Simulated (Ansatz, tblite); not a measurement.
**GaCl2H (GaHCl2): one state, many levels**

How do method and basis change the picture of GaCl2H (GaHCl2) (singlet)?

The runs use Ansatz 0.2.0, Gaussian basis; as each input shows.

Plan: GFN1-xTB, GFN2-xTB, PBE-D4/def2-TZVP, r2SCAN-D4/def2-TZVP, r2SCANh-D4/def2-TZVP, B3LYP-D4/def2-TZVP, HSE06-D4/def2-TZVP, ωB97X-V/def2-TZVP, BLYP-D4/def2-TZVP, B97M-V/def2-TZVP, revPBE-D4/def2-TZVP, PBE-D4/def2-SVP, PBE0-D4/def2-SVP, HF/STO-3G, PBE0-D4/def2-TZVPD, PBE-D4/def2-TZVPD, r2SCAN-D4/def2-TZVPD, CCSD(T)/def2-TZVPP, MP2/def2-TZVP, RPA/def2-TZVP.

### Step 1. The relaxed structure

The singlet was relaxed beforehand with PBE-D4/def2-TZVP.

4 atoms, charge 0, spin multiplicity 1.

Bond lengths: Ga1–Cl2 2.145 Å, Ga1–Cl3 2.145 Å, Ga1–H4 1.555 Å. Angles: Cl2–Ga1–Cl3 115.0°, Cl2–Ga1–H4 122.5°, Cl3–Ga1–H4 122.5°.

PBE0-D4/def2-TZVP was run before; its log isn't repeated, and its numbers join the tables.

### Step 2. GFN1-xTB

Tight binding, by tblite at 300 K electronic temperature and without a spin-polarisation term:

```python
tblite.interface.Calculator('GFN1-xTB', numbers, positions, charge=0, uhf=0).singlepoint()
```

Energy -285.5570 eV, HOMO -12.63 eV, LUMO -6.30 eV; 0.004 s.

### Step 3. GFN2-xTB

Tight binding, by tblite at 300 K electronic temperature and without a spin-polarisation term:

```python
tblite.interface.Calculator('GFN2-xTB', numbers, positions, charge=0, uhf=0).singlepoint()
```

Energy -297.3880 eV, HOMO -12.14 eV, LUMO -7.73 eV; 0.003 s.

### Step 4. PBE-D4/def2-TZVP

start.molden holds the orbitals of an earlier run on this state, given as this run's starting guess.

in.yaml

```yaml
crystal:
  periodic: [false, false, false]
  atoms:
    - {symbol: Ga, position_ang: [-0.096079, -0.161063, 0.000235]}
    - {symbol: Cl, position_ang: [2.047510, -0.097734, 0.013417]}
    - {symbol: Cl, position_ang: [-1.058813, 1.755195, -0.015808]}
    - {symbol: H, position_ang: [-0.892628, -1.496399, 0.002166]}
basis:
  gaussian: {orbitals: def2-TZVP, initial_orbitals: start.molden}
hamiltonian: {xc: pbe, dispersion: d4}
scf: {omitted_lower_state_checks: [starts]}
output: {orbitals: {seedname: orbitals}}
```

Started as:

```sh
$ ansatz run in.yaml --threads 4 --pin off --events-out ev --progress --plain --max-ram 3916MiB
```

Further steps of the session: r2SCAN-D4/def2-TZVP; r2SCANh-D4/def2-TZVP; B3LYP-D4/def2-TZVP; HSE06-D4/def2-TZVP; ωB97X-V/def2-TZVP; BLYP-D4/def2-TZVP; B97M-V/def2-TZVP; revPBE-D4/def2-TZVP; PBE-D4/def2-SVP; PBE0-D4/def2-SVP; HF/STO-3G; PBE0-D4/def2-TZVPD; PBE-D4/def2-TZVPD; r2SCAN-D4/def2-TZVPD; CCSD(T)/def2-TZVPP; MP2/def2-TZVP; RPA/def2-TZVP.

Q: Predict the results of all the runs planned. Wanted: gap in def2-TZVP, named functionals, smallest and largest; correlation energy, CCSD(T)/def2-TZVPP; correlation energy, MP2/def2-TZVP; binding an atom, CCSD(T)/def2-TZVPP; PBE0 total energy, smallest basis above largest.

**Answer**, as computed:

```
                                                 quantity                                  value
gap in def2-TZVP, named functionals, smallest and largest  5.08 eV (BLYP-D4), 11.74 eV (ωB97X-V)
                   correlation energy, CCSD(T)/def2-TZVPP                              -17.72 eV
                        correlation energy, MP2/def2-TZVP                              -15.90 eV
                      binding an atom, CCSD(T)/def2-TZVPP                               2.618 eV
          PBE0 total energy, smallest basis above largest        15.39 eV (def2-SVP, def2-TZVPD)
```

In words: Over the named functionals in def2-TZVP the gap runs from 5.08 eV (BLYP-D4) to 11.74 eV (ωB97X-V); exact exchange widens it. The functionals in def2-TZVP miss CCSD(T)/def2-TZVPP by -0.080 (BLYP-D4) to +0.105 eV (B97M-V) an atom. CCSD(T)/def2-TZVPP isn't at the basis-set limit; small misses against it rank nothing.
